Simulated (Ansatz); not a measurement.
# Al2H3+ (singlet): the correlation ladder, cc-pVDZ

The task here is to estimate one member of a computed series from the others.

Method: cc-pVDZ, core rule «outside noble gas», up to 10 orbitals frozen; program: Ansatz 0.2.0, Gaussian basis.

To be run: UHF; CCSD(T) on RHF; BCCD(T) on RHF; CISD; CCSDT(Q) on RHF; CASSCF and MRCISD+Q, 8 electrons in 11 orbitals; CASSCF and NEVPT2, 8 electrons in 11 orbitals.

24 further runs of the same task are left out: 2 for a known fault of the program, 8 that didn't finish, 14 set aside as unsound or not needed.

### The system

The geometry is a PBE0/def2-TZVP stationary point (not a proven minimum) of the parent state, kept for this charge and spin.

5 atoms, charge 1, spin multiplicity 1.

Atoms are counted from 1 here; the program's logs count them from 0.

Bond lengths: Al1–Al2 2.456 Å, Al1–H3 1.587 Å, Al1–H4 1.587 Å, Al2–H5 1.589 Å. Angles: Al2–Al1–H3 117.8°, Al2–Al1–H4 117.8°, H3–Al1–H4 124.5°, Al1–Al2–H5 180.0°.

Geometry (Å):

```xyz
5

Al    0.0000    0.0000    1.2080
Al    0.0000    0.0000   -1.2475
H     0.0000    1.4042    1.9470
H     0.0000   -1.4042    1.9470
H     0.0000    0.0000   -2.8369
```

The first run:

in.yaml reads:

```yaml
crystal:
  periodic: [false, false, false]
  atoms:
    - {symbol: Al, position_ang: [0.000000, 0.000000, 1.208018]}
    - {symbol: Al, position_ang: [0.000000, 0.000000, -1.247506]}
    - {symbol: H, position_ang: [0.000000, 1.404177, 1.946978]}
    - {symbol: H, position_ang: [0.000000, -1.404176, 1.946978]}
    - {symbol: H, position_ang: [0.000000, 0.000000, -2.836903]}
basis:
  gaussian: {orbitals: cc-pVDZ}
total_charge: 1
magnetization: {spin_polarized: true, initial_magnetization: 0}
hamiltonian: {xc: hf}
output: {orbitals: {seedname: orbitals}}
```

Command:

```
> ansatz run in.yaml --threads 1 --pin off --events-out ev --progress --plain --max-ram 2393MiB
```

Steps of the session up to this table: UHF; CCSD(T) on RHF; BCCD(T) on RHF; CISD; CCSDT(Q) on RHF; CASSCF and MRCISD+Q, 8 electrons in 11 orbitals; CASSCF and NEVPT2, 8 electrons in 11 orbitals.

One table of the session follows, with a row left open; its other results are not shown here.

| method | from RCCSDT(Q) (kcal/mol) |
| --- | --- |
| RHF | +90.02 |
| RMP2 | +24.06 |
| CISD | ? |
| RCCSD | +2.08 |
| RCCSD(T) | +0.56 |
| BCCD(T) | +0.55 |
| RCCSDT | +0.06 |
| RCCSDT(Q) | 0 |
| CASSCF valence | +42.47 |
| NEVPT2 valence | +14.15 |
| MRCISD valence | +1.90 |
| MRCISD+Q valence | +0.16 |

Q: Estimate the row for CISD from the others.

As computed: from RCCSDT(Q) (kcal/mol): +7.69. In the column «from RCCSDT(Q) (kcal/mol)» it lies between RCCSD (+2.08) and NEVPT2 valence (+14.15).
